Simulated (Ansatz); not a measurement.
Born–Oppenheimer molecular dynamics of FH7Si2 (10 atoms, charge 0, multiplicity 1). It starts from a rough guess of a transition structure, not a stationary point.

Computed with UKS PBE0-D4/6-31G* (Ansatz).

| Quantity | Value |
| --- | --- |
| ensemble | NVE (velocity Verlet) |
| time step | 0.5 fs |
| steps asked | 150 |
| starting velocities drawn for | 300 K |
| seed | 998239 |

Frames 5 fs apart, positions in Å.

Velocities at 0.0 fs (Å/ps):

```
Si 4.29 -2.39 -1.01
H -13.53 17.56 -10.77
H -34.83 -14.72 -12.00
H -23.76 18.00 15.87
Si -1.45 0.42 1.04
H 7.22 -0.11 11.33
F -2.30 0.94 -0.75
H 22.86 10.05 -5.52
H -13.88 0.81 -0.87
H 20.07 5.62 15.24
```

```xyz
10
Properties=species:S:1:pos:R:3 time_fs=0.0 energy_less_start_eV=0.000 T=300
Si -0.869 -0.049 -0.255
H -0.797 -1.912 -0.458
H -1.527 0.619 -1.367
H -1.989 -0.234 0.695
Si 0.944 0.829 0.857
H -0.178 -1.671 -1.177
F 0.353 -0.716 -1.696
H 0.472 1.651 1.975
H 1.821 -0.206 1.414
H 1.772 1.690 0.012
10
Properties=species:S:1:pos:R:3 time_fs=5.0 energy_less_start_eV=-0.040 T=340
Si -0.851 -0.066 -0.264
H -0.903 -1.775 -0.445
H -1.690 0.575 -1.399
H -2.051 -0.176 0.767
Si 0.938 0.833 0.862
H -0.136 -1.579 -1.128
F 0.343 -0.713 -1.698
H 0.551 1.726 1.998
H 1.774 -0.263 1.424
H 1.873 1.714 0.052
10
Properties=species:S:1:pos:R:3 time_fs=10.0 energy_less_start_eV=-0.118 T=414
Si -0.853 -0.085 -0.276
H -1.028 -1.552 -0.304
H -1.706 0.520 -1.300
H -1.906 -0.127 0.774
Si 0.939 0.844 0.869
H -0.062 -1.390 -1.188
F 0.341 -0.716 -1.704
H 0.574 1.759 2.021
H 1.714 -0.347 1.426
H 1.903 1.653 0.072
10
Properties=species:S:1:pos:R:3 time_fs=15.0 energy_less_start_eV=-0.374 T=660
Si -0.874 -0.091 -0.272
H -1.085 -1.563 -0.165
H -1.684 0.545 -1.300
H -1.782 0.008 0.916
Si 0.945 0.855 0.879
H -0.006 -1.565 -1.276
F 0.361 -0.713 -1.731
H 0.556 1.712 1.992
H 1.607 -0.354 1.405
H 1.928 1.560 0.043
10
Properties=species:S:1:pos:R:3 time_fs=20.0 energy_less_start_eV=-0.447 T=733
Si -0.906 -0.085 -0.247
H -1.036 -1.729 -0.135
H -1.676 0.615 -1.396
H -1.748 0.198 1.094
Si 0.951 0.862 0.884
H 0.190 -1.584 -1.544
F 0.388 -0.731 -1.766
H 0.487 1.715 2.024
H 1.551 -0.388 1.438
H 1.995 1.499 -0.020
10
Properties=species:S:1:pos:R:3 time_fs=25.0 energy_less_start_eV=-0.806 T=1079
Si -0.951 -0.077 -0.202
H -0.937 -1.562 -0.190
H -1.573 0.579 -1.351
H -1.716 0.325 1.019
Si 0.956 0.864 0.881
H 0.402 -1.757 -1.821
F 0.425 -0.748 -1.815
H 0.448 1.733 2.010
H 1.540 -0.399 1.512
H 2.014 1.439 0.010
10
Properties=species:S:1:pos:R:3 time_fs=30.0 energy_less_start_eV=-1.019 T=1285
Si -0.993 -0.060 -0.143
H -0.891 -1.469 -0.228
H -1.509 0.560 -1.362
H -1.863 0.394 0.929
Si 0.957 0.857 0.876
H 0.627 -1.636 -2.086
F 0.472 -0.783 -1.876
H 0.477 1.762 1.919
H 1.534 -0.309 1.583
H 2.049 1.433 0.076
10
Properties=species:S:1:pos:R:3 time_fs=35.0 energy_less_start_eV=-1.042 T=1307
Si -1.030 -0.030 -0.079
H -0.928 -1.637 -0.198
H -1.482 0.576 -1.433
H -2.176 0.415 0.936
Si 0.955 0.844 0.867
H 0.851 -1.640 -2.339
F 0.527 -0.813 -1.947
H 0.516 1.885 1.871
H 1.571 -0.242 1.687
H 2.104 1.475 0.100
10
Properties=species:S:1:pos:R:3 time_fs=40.0 energy_less_start_eV=-1.304 T=1558
Si -1.073 -0.004 -0.015
H -1.048 -1.481 -0.083
H -1.396 0.526 -1.338
H -2.295 0.317 0.804
Si 0.952 0.832 0.861
H 1.045 -1.514 -2.537
F 0.591 -0.850 -2.026
H 0.572 1.983 1.785
H 1.607 -0.191 1.775
H 2.052 1.458 0.090
10
Properties=species:S:1:pos:R:3 time_fs=45.0 energy_less_start_eV=-1.158 T=1418
Si -1.117 0.024 0.050
H -1.161 -1.400 0.046
H -1.308 0.520 -1.320
H -2.356 0.256 0.728
Si 0.948 0.824 0.865
H 1.180 -1.369 -2.663
F 0.662 -0.888 -2.111
H 0.631 2.013 1.667
H 1.600 -0.114 1.792
H 1.972 1.385 -0.041
10
Properties=species:S:1:pos:R:3 time_fs=50.0 energy_less_start_eV=-1.008 T=1277
Si -1.157 0.052 0.108
H -1.208 -1.570 0.137
H -1.242 0.549 -1.359
H -2.522 0.359 0.836
Si 0.940 0.819 0.871
H 1.394 -1.267 -2.854
F 0.731 -0.924 -2.193
H 0.662 2.097 1.623
H 1.616 -0.105 1.820
H 1.879 1.243 -0.269
10
Properties=species:S:1:pos:R:3 time_fs=55.0 energy_less_start_eV=-1.322 T=1578
Si -1.202 0.069 0.162
H -1.208 -1.416 0.189
H -1.216 0.519 -1.224
H -2.439 0.517 0.888
Si 0.931 0.821 0.877
H 1.448 -1.090 -2.880
F 0.808 -0.964 -2.283
H 0.722 2.147 1.580
H 1.643 -0.120 1.826
H 1.688 1.010 -0.401
```

Of the whole run (75 fs, mean temperature of the second half 1411 K): The conserved energy stayed within 0.38 meV per atom of its start (net change 0.051 meV per atom), so the integration is sound. The kinetic energy rose, since the run started high on the potential surface and went downhill. It ends in pieces (FH + H6Si2), so much of that is their flight and rotation, not heat. A run of 0.075 ps of so small a system gives no equilibrium averages. The orbitals stay closed-shell, which can raise the energy where a bond breaks towards radicals; this wasn't checked here.

The run took 7.8 min on 1 thread of Arm Neoverse V2, with other jobs on the host, peak memory 0.17 GiB.
